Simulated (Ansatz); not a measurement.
## Worked example: ideal-gas entropy of SO2F2 (sulfuryl fluoride)

A singlet with charge 0, relaxed at HF/cc-pVTZ (Ansatz 0.2.0):

```xyz
5

O    -0.3812   -0.1497    1.4001
S     0.0664   -0.0907    0.0898
O     1.1124   -0.8495   -0.4110
F    -1.1182   -0.2605   -0.8214
F     0.3206    1.3505   -0.2574
```

Harmonic wavenumbers in cm⁻¹: 422, 427, 602, 607, 617, 983, 1013, 1398, 1633.

Masses in u: O 15.999, S 32.06, F 18.998. Take T = 298.15 K, p = 1 bar, R = 8.3145 J/(mol K), kT/hc = 207.22 cm⁻¹, rigid rotor and harmonic oscillator.

Q: Compute the standard molar entropy.

A: 
1. Translation (Sackur–Tetrode): S = R[3/2 ln M + 5/2 ln T − 1.1517] with M = 102.054 gives 166.5 J/(mol K).
2. Rotation: principal moments 95.341, 96.395, 97.058 u Å² give A, B, C = 0.1768, 0.1749, 0.1737 cm⁻¹; the symmetry number is σ = 2; q = (√π/σ)√((kT/hc)³/ABC) = 36071; S = R(ln q + 3/2) = 99.7.
3. Vibration: with u = ν̃/207.22, each mode gives R[u/(eᵘ − 1) − ln(1 − e⁻ᵘ)]; the sum is 13.7, most from 422 cm⁻¹ (3.7), 427 cm⁻¹ (3.6), 602 cm⁻¹ (1.9).
4. Electronic: R ln 1 = 0.0, from the spin multiplicity alone.
5. Sum: 166.5 + 99.7 + 13.7 + 0.0 = 279.9 J/(mol K).

The tabulated value is 284.0 J/(mol K) (CRC Handbook of Chemistry and Physics): the model is off by -4.1.
